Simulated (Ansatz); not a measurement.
**CH₄S (triplet): from Hartree-Fock to the top rungs at distance C1–H5 along a hydrogen transfer = 1.396 Å, cc-pVDZ**

The task here is to estimate one member of a computed series from the others.

The runs use Ansatz 0.2.0, Gaussian basis; cc-pVDZ, core rule «outside noble gas», up to 6 orbitals frozen.

The runs, in order: UHF; CCSD(T) on ROHF; CCSD(T) on UHF; BCCD(T) on ROHF; CISD; CCSDT(Q) on ROHF; CCSDT(Q) on UHF; CASSCF and MRCISD+Q, 4 electrons in 4 orbitals; CASSCF and NEVPT2, 4 electrons in 4 orbitals.

5 further runs of the same task are left out: 1 for a mislabelled method, 2 that didn't finish, 2 set aside as unsound or not needed.

## What is computed

The geometry derives from fragments relaxed apart (PBE0/def2-TZVP) and kept rigid, so it is no stationary point. A hydrogen atom is moved between rigid fragments.

6 atoms, charge 0, spin multiplicity 3.

Atoms are counted from 1 here; the program's logs count them from 0.

Bond lengths: C1–H2 1.090 Å, C1–H3 1.090 Å, C1–H4 1.090 Å. Angles: H2–C1–H3 109.5°, H2–C1–H4 109.5°, H3–C1–H4 109.5°.

Set-up of the first run:

The input, in.yaml:

```yaml
crystal:
  periodic: [false, false, false]
  atoms:
    - {symbol: C, position_ang: [-2.129313, 0.000000, 0.000000]}
    - {symbol: H, position_ang: [-2.492519, 1.027301, 0.000000]}
    - {symbol: H, position_ang: [-2.492519, -0.513650, 0.889668]}
    - {symbol: H, position_ang: [-2.492519, -0.513650, -0.889669]}
    - {symbol: H, position_ang: [-0.733313, 0.000000, 0.000000]}
    - {symbol: S, position_ang: [1.055687, 0.000000, 0.000000]}
basis:
  gaussian: {orbitals: cc-pVDZ}
magnetization: {spin_polarized: true, initial_magnetization: 2}
hamiltonian: {xc: hf}
output: {orbitals: {seedname: orbitals}}
```

The run is started by

```console
> ansatz run in.yaml --threads 1 --pin off --events-out ev --progress --plain --max-ram 2393MiB
```

Among the steps run: UHF; CCSD(T) on ROHF; CCSD(T) on UHF; BCCD(T) on ROHF; CISD; CCSDT(Q) on ROHF; CCSDT(Q) on UHF; CASSCF and MRCISD+Q, 4 electrons in 4 orbitals; CASSCF and NEVPT2, 4 electrons in 4 orbitals.

One of the session's tables, all rows but one given; the rest of the session is left out.

```
       method  from UCCSDT(Q) (kcal/mol)
         ROHF                          ?
          UHF                    +192.34
         RMP2                     +31.13
         UMP2                     +32.44
         CISD                     +22.77
        RCCSD                      +5.17
        UCCSD                      +5.02
     RCCSD(T)                      +0.80
     UCCSD(T)                      +0.83
      BCCD(T)                      +0.81
       RCCSDT                      +0.26
       UCCSDT                      +0.24
    RCCSDT(Q)                      +0.01
    UCCSDT(Q)                          0
  CASSCF pair                    +181.89
  NEVPT2 pair                     +29.31
  MRCISD pair                     +19.10
MRCISD+Q pair                      +1.77
```

**Question.** Estimate the row for ROHF.

As computed: from UCCSDT(Q) (kcal/mol): +198.49. In the column «from UCCSDT(Q) (kcal/mol)» it is the highest.

Limits of these values: Restricted and unrestricted rows rest on different reference determinants; where their highest levels disagree by more than a few hundredths of an eV, they describe different states and don't form one ladder.
